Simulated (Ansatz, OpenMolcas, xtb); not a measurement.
# AlNH3Cl (SMILES [NH2][AlH][Cl]): methods side by side

AlNH3Cl: 6 atoms, total charge 0, spin state singlet. As SMILES, `[NH2][AlH][Cl]`. The coordinates come from a PBE0-D4/def2-TZVP relaxation.

Quantity: the dipole moment, in D. The values are calculated.

| level | kind | program | value (D) | CPU time |
| --- | --- | --- | --- | --- |
| GFN2-xTB | semi-empirical | xtb | 2.37 | under 2 s |
| GFN0-xTB | semi-empirical | xtb | 2.06 | under 2 s |
| GFN1-xTB | semi-empirical | xtb | 3.15 | under 2 s |
| HF/ANO-RCC-MB (DKH2) | Hartree–Fock | OpenMolcas | 3.36 | 2.3 s |
| HF/STO-3G | Hartree–Fock | OpenMolcas | 3.27 | 1.6 s |
| HF/3-21G | Hartree–Fock | Ansatz | 3.53 | 0.64 s |
| HF/def2-SVP | Hartree–Fock | Ansatz | 2.35 | 1.5 s |
| HF/def2-TZVP | Hartree–Fock | Ansatz | 2.21 | 7.4 s |
| PBE/def2-SVP | GGA | Ansatz | 2.39 | 4.1 s |
| PBE/def2-TZVP | GGA | Ansatz | 2.21 | 11 s |

The values span 2.06 to 3.53 D. Sets without polarisation functions give poor dipoles. Without the sets that lack polarisation functions the rows with a basis span only 2.21 to 2.39 D. Times are those of the runs behind each value, whatever else they computed, on shared processors of several kinds: orders of magnitude only.
